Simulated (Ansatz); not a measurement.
[SiH5]- (SiH₅⁻). Charge -1, multiplicity 1. Geometry PBE0-D4/def2-TZVPD, basis def2-TZVPD, Ansatz.

```xyz
6

Si    0.000    0.000    0.000
H     0.563    1.519    0.083
H    -0.563   -1.519   -0.083
H    -1.166    0.480   -0.871
H    -0.144   -0.030    1.525
H     1.311   -0.450   -0.655
```

| run | HOMO (eV) | LUMO (eV) |
| --- | --- | --- |
| A | 0.11 | 4.46 |
| B | 1.14 | 3.91 |
| C | -2.05 | 5.30 |
| D | 0.74 | 3.90 |
| E | 0.96 | 4.55 |
| F | 0.18 | 4.23 |

B3LYP takes the VWN-RPA correlation.

The runs used B3LYP, B97M-V, PBE, PBE0, r2SCAN, ωB97M-V. Estimate which is which.

A PBE0 (25 % exact exchange); B PBE (0 % exact exchange); C ωB97M-V (range-separated); D B97M-V (0 % exact exchange); E r2SCAN (0 % exact exchange); F B3LYP (20 % exact exchange). Exact exchange lowers occupied and raises empty levels; among semilocal functionals meta-GGAs tend to open the gap a little, and such runs are hard to tell apart. The gap grows from 2.76 eV (PBE) to 7.35 eV (ωB97M-V). At PBE0-D4/def2-TZVPD, PBE-D4/def2-TZVPD, B97M-V/def2-TZVPD, r2SCAN-D4/def2-TZVPD and others the highest occupied level of the charge -1 singlet lies above zero (up to 1.14 eV). By energy differences its removal costs 1.89 eV (vertical, to the charge 0 doublet, at PBE-D4/def2-TZVPD); a positive level beside a positive removal energy at the same level points to self-interaction error.
